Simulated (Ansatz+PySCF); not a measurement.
**singlet NH: levels of theory in one basis**

```xyz
2

N     0.0000    0.0000   -0.1308
H     0.0000    0.0000    0.9159
```

Basis set: cc-pVDZ (spherical functions). Left uncorrelated: 1 orbital. Charge 0, multiplicity 1.

Computed with Ansatz (development build ahead of 0.2.0); each method stands on the lowest determinant of its kind that the runs found. NEVPT2 correlates all electrons. Active spaces start from the frontier orbitals, and the lowest solution found is given.

```
                            method  E − E(RHF) (eV)  <S²> of the determinant
                               RHF             0.00                     0.00
                               UHF            -2.06                     1.01
                           UHF-MP2            -4.89                     1.01
                          RHF-CCSD            -4.14                        –
                       RHF-CCSD(T)            -4.32                        –
                       UHF-CCSD(T)            -6.01                     1.01
                      RHF-CCSDT(Q)            -4.55                        –
                      UHF-CCSDT(Q)            -6.39                     1.01
full CI (lowest root of this spin)            -4.55                        –
                       CASSCF(6,5)            -1.48                        –
                       CASSCF(2,2)            -0.91                        –
                    SC-NEVPT2(2,2)            -4.07                        –
                    SC-NEVPT2(6,5)            -4.01                        –
```

**Question.** What does RHF-MP2 give on the same scale?

**Answer.** -3.27 eV.

Unrestricted totals that lie under full CI have fallen onto a higher spin multiplicity.

**Question.** Is a single determinant a sound starting point here?

**Answer.** It is doubtful. Unrestricted orbitals lower Hartree–Fock by 2.06 eV and <S²> is 1.01 where a pure state has 0.00, a sign of strong static correlation. The CASSCF(6,5) natural occupations are 2.00, 1.98, 1.00, 1.00, 0.02. The CASSCF(2,2) natural occupations are 1.00, 1.00.

Caution: another spin multiplicity may lie lower. Caution for RHF, RHF-MP2, RHF-CCSD, RHF-CCSD(T), RHF-CCSDT(Q): an unrestricted determinant lies well below. Caution for UHF, UHF-MP2, UHF-CCSD(T), UHF-CCSDT(Q): the unrestricted determinant is a mixture of spin states. Caution for RHF-MP2, UHF-MP2, RHF-CCSD, RHF-CCSD(T), UHF-CCSD(T), RHF-CCSDT(Q), UHF-CCSDT(Q): large amplitudes, a single reference is doubtful. Caution for UHF-MP2, UHF-CCSD(T), UHF-CCSDT(Q): a plain start can end on a higher determinant. Caution for UHF-CCSD(T): the program doubts this total. Caution for RHF-CCSDT(Q), UHF-CCSDT(Q): the amplitudes may be one of several solutions.
